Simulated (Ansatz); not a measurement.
**Worked example: Si–AsH2⁺, quintet against Si–AsH$_{2}$, quartet**

Geometry (PBE0/def2-TZVP stationary point of a quartet), kept for both states (Si–AsH2, quartet: A''; Si–AsH2⁺, quintet: A''):

```yaml
atoms:
  - { symbol: Si, position_ang: [0.0386, 0.0000, 1.7775] }
  - { symbol: As, position_ang: [-0.0412, 0.0000, -0.6421] }
  - { symbol: H, position_ang: [0.9933, 1.0941, -0.9003] }
  - { symbol: H, position_ang: [0.9933, -1.0941, -0.9003] }
```

Basis cc-pVDZ; Ansatz 0.2.0. Only valence electrons are correlated (noble-gas cores and the filled d shells of p-block atoms frozen). R marks a restricted (for open shells ROHF) determinant, U an unrestricted one. No spin–orbit coupling is included, and no scalar relativity.

Full CI isn't at hand for all of this; UCCSDT(Q) serves as the reference, and is uncertain by the last step of the cluster series or more.

```json
{"level": "UHF", "E(Si–AsH2, quartet) (hartree)": "-2524.171179", "E(Si–AsH2⁺, quintet) (hartree)": "-2523.830989"}
{"level": "UMP2", "E(Si–AsH2, quartet) (hartree)": "-2524.329802", "E(Si–AsH2⁺, quintet) (hartree)": "-2523.956125"}
{"level": "UCCSD(T)", "E(Si–AsH2, quartet) (hartree)": "-2524.373101", "E(Si–AsH2⁺, quintet) (hartree)": "-2523.994848"}
{"level": "PBE", "E(Si–AsH2, quartet) (hartree)": "-2525.920627", "E(Si–AsH2⁺, quintet) (hartree)": "-2525.531186"}
{"level": "PBE0", "E(Si–AsH2, quartet) (hartree)": "-2526.014874", "E(Si–AsH2⁺, quintet) (hartree)": "-2525.626249"}
{"level": "UCCSDT(Q)", "E(Si–AsH2, quartet) (hartree)": "-2524.374749", "E(Si–AsH2⁺, quintet) (hartree)": "-2523.996513"}
```

Task: Give the vertical gap, Si–AsH2⁺ quintet less Si–AsH2 quartet, at each level in eV (1 hartree = 27.2114 eV), and each error against UCCSDT(Q).

Result: UCCSDT(Q): (-2523.996513 − (-2524.374749)) × 27.2114 = 10.292 eV (the reference)
PBE0: (-2525.626249 − (-2526.014874)) × 27.2114 = 10.575 eV, error 0.283 eV
PBE: (-2525.531186 − (-2525.920627)) × 27.2114 = 10.597 eV, error 0.305 eV
UCCSD(T): (-2523.994848 − (-2524.373101)) × 27.2114 = 10.293 eV, error 0.001 eV
UMP2: (-2523.956125 − (-2524.329802)) × 27.2114 = 10.168 eV, error -0.124 eV
UHF: (-2523.830989 − (-2524.171179)) × 27.2114 = 9.257 eV, error -1.035 eV

Total energies of functionals can't be set beside those of wave-function methods, since they hold the core's correlation and their own absolute errors; only the differences compare.

In so small a basis the reference is far from its limit while semilocal and hybrid functionals are nearer theirs, so the functionals' errors here hold much of the reference's basis and frozen-core error, which can add to them or hide them.

Each level lands on the state that its own search finds. T1 diagnostics of restricted CCSD: 0.042 and 0.034.
